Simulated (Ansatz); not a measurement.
Name a neutral molecule of C, Cl, F and H with LUMO energy (ωB97M-V/def2-TZVPP) between 1.40 and 1.70 eV and HOMO–LUMO gap (PBE/def2-TZVPP) between 4.85 and 5.15 eV (Ansatz, PBE0-D4/def2-TZVP geometry).

`C=C(F)CCl` (1.63 eV, 5.08 eV); `C=C(C)C(F)Cl` (1.59 eV, 5.12 eV). Other molecules can fit too; these were computed, each in one conformer that needn't be the lowest.
